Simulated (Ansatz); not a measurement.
**Counterpoise correction, worked out**

The pair of OH⁻ (SMILES [OH-], atoms 1–2) and CH2O (SMILES C=O, atoms 3–6), both closed shells, in one local arrangement (a lower one may exist), relaxed at PBE0-D4/def2-TZVPD:

```xyz
6
angstrom
O -0.4316 -0.0843 -1.0664
H 0.4502 0.0433 -1.4360
C -0.0542 -0.0015 0.3825
O 1.2216 0.1946 0.5457
H -0.4581 -0.9671 0.8028
H -0.7280 0.8151 0.7714
```

Program: Ansatz 0.2.0. Basis: def2-TZVPPD. Cores are frozen in the correlated methods.

CCSD(T) total energies in eV:

| system | geometry | basis functions | energy |
| --- | --- | --- | --- |
| pair | pair | all | -5172.94231 |
| OH⁻ | as in the pair | all (partner as ghosts) | -2060.16901 |
| CH2O | as in the pair | all (partner as ghosts) | -3110.33817 |
| OH⁻ | as in the pair | its own | -2060.08440 |
| CH2O | as in the pair | its own | -3110.30544 |
| OH⁻ | free (PBE0-D4 minimum) | its own | -2060.08428 |
| CH2O | free (PBE0-D4 minimum) | its own | -3111.34810 |

(1) Work out the interaction energy with and without the counterpoise correction, the superposition error, and the binding energy from the relaxed fragments.

T1 diagnostic: at most 0.026. The restricted Hartree–Fock reference is unstable towards an unrestricted one at one or more of these structures.

Results:

(1) Without correction: -5172.94231 − (-2060.08440) − (-3110.30544) = -2.55247 eV.
With correction (each fragment in the whole basis): -5172.94231 − (-2060.16901) − (-3110.33817) = -2.43513 eV = -56.16 kcal/mol.
The superposition error is the difference, 0.11734 eV, 5 % of the uncorrected value: each fragment borrows its partner's functions.
Deformation from the free shapes: -0.00012 eV for OH⁻ and 1.04266 eV for CH2O (a small negative value is possible, since the free shapes are minima of another method).
Binding energy from relaxed fragments: -2.43513 + (-0.00012) + 1.04266 = -1.39259 eV = -32.11 kcal/mol (electronic, without zero-point energy; negative means bound). The deformation is large: the pair is on the way to a chemical bond or a shared proton. For comparison, the corrected interaction energy by CCSD(T) at an estimated basis limit (MP2 extrapolated from triple and quadruple zeta, plus CCSD(T) − MP2 in triple zeta) is -2.592 eV; triple zeta with the correction binds less.

For scale, one of the runs: CCSD(T)/def2-TZVPPD, 168 basis functions, launched by `ansatz run in.yaml --threads 2 --pin off --events-out ev --progress --plain --max-ram 5222MiB`. The run took 26 s on 2 CPU threads of an Arm Neoverse V1 (shared host), with 1.5 GiB of host memory at its peak.
